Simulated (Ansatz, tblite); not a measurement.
# The cluster CuBr₂: a ladder of methods and basis sets

The task here is to estimate one member of a computed series from the others.

Method: as each input shows; program: Ansatz 0.2.0, Gaussian basis.

Plan: GFN1-xTB, GFN2-xTB, PBE-D4/def2-TZVP, r2SCAN-D4/def2-TZVP, revPBE-D4/def2-TZVP, B3LYP-D4/def2-TZVP, B97M-V/def2-TZVP, BLYP-D4/def2-TZVP, HF/def2-TZVP, PBE-D4/def2-SVP, PBE0-D4/def2-SVP, HF/6-31G, B3LYP-D4/6-31G, PBE0-D4/def2-TZVPD, PBE-D4/def2-TZVPD, r2SCAN-D4/def2-TZVPD, CCSD(T)/def2-SVP, MP2/def2-TZVP.

1 further run of the same task is left out (it didn't finish). Runs told in other sessions of the task aren't counted.

## The structure

The geometry is that of the doublet, from an earlier relaxation (PBE-D4/def2-TZVP). At that level it is the lowest of the isomers that a small search found.

3 atoms, charge 0, spin multiplicity 2.

Bond lengths: Cu1–Br2 2.220 Å, Cu1–Br3 2.220 Å. Angles: Br2–Cu1–Br3 179.3°.

No spin-orbit coupling is included.

PBE0-D4/def2-TZVP was run before; its log isn't repeated, and its numbers join the tables.

Set-up of the first run:

Tight binding, by tblite at 300 K electronic temperature and without a spin-polarisation term:

```python
tblite.interface.Calculator('GFN1-xTB', numbers, positions, charge=0, uhf=1).singlepoint()
```

Tight binding, by tblite at 300 K electronic temperature and without a spin-polarisation term:

```python
tblite.interface.Calculator('GFN2-xTB', numbers, positions, charge=0, uhf=1).singlepoint()
```

start.molden holds the orbitals of an earlier run on this state, given as this run's starting guess.

Input file in.yaml:

```yaml
crystal:
  periodic: [false, false, false]
  atoms:
    - {symbol: Cu, position_ang: [-0.006006, 0.002063, 0.007307]}
    - {symbol: Br, position_ang: [-1.248113, 1.245287, -1.348928]}
    - {symbol: Br, position_ang: [1.254110, -1.247340, 1.341621]}
basis:
  gaussian: {orbitals: def2-TZVP, initial_orbitals: start.molden}
magnetization: {spin_polarized: true, initial_magnetization: 1}
hamiltonian: {xc: pbe, dispersion: d4}
scf: {omitted_lower_state_checks: [starts]}
output: {forces: true, orbitals: {seedname: orbitals}}
```

On the command line:

```sh
> ansatz run in.yaml --threads 4 --pin off --events-out ev --progress --plain --max-ram 3916MiB
```

Steps of the session up to this table: PBE-D4/def2-TZVP; r2SCAN-D4/def2-TZVP; revPBE-D4/def2-TZVP; B3LYP-D4/def2-TZVP; B97M-V/def2-TZVP; BLYP-D4/def2-TZVP; HF/def2-TZVP; PBE-D4/def2-SVP; PBE0-D4/def2-SVP; HF/6-31G; B3LYP-D4/6-31G; PBE0-D4/def2-TZVPD; PBE-D4/def2-TZVPD; r2SCAN-D4/def2-TZVPD; CCSD(T)/def2-SVP; MP2/def2-TZVP.

One table of the session follows, with a row left open; its other results are not shown here.

It belongs to the step «Levels side by side». 

```
               level  HOMO (eV)  LUMO (eV)  gap (eV)
            HF/6-31G          ?          ?         ?
        HF/def2-TZVP     -11.34       0.15     11.49
     PBE-D4/def2-SVP      -6.52      -6.57     -0.05
    PBE-D4/def2-TZVP      -6.77      -6.78     -0.01
   PBE-D4/def2-TZVPD      -6.82      -6.83     -0.01
 revPBE-D4/def2-TZVP      -6.71      -6.70      0.00
   BLYP-D4/def2-TZVP      -6.63      -6.64     -0.02
 r2SCAN-D4/def2-TZVP      -7.11      -6.86      0.25
r2SCAN-D4/def2-TZVPD      -7.14      -6.89      0.25
    B97M-V/def2-TZVP      -7.20      -6.74      0.46
      B3LYP-D4/6-31G      -7.99      -5.71      2.28
  B3LYP-D4/def2-TZVP      -8.02      -6.33      1.69
    PBE0-D4/def2-SVP      -8.15      -6.02      2.13
   PBE0-D4/def2-TZVP      -8.32      -6.12      2.21
  PBE0-D4/def2-TZVPD      -8.36      -6.14      2.22
```

Q: Estimate the row for HF/6-31G from the others.

**Answer.** HOMO (eV): -11.39; LUMO (eV): -0.10; gap (eV): 11.29. In the column «HOMO (eV)» it is the lowest.
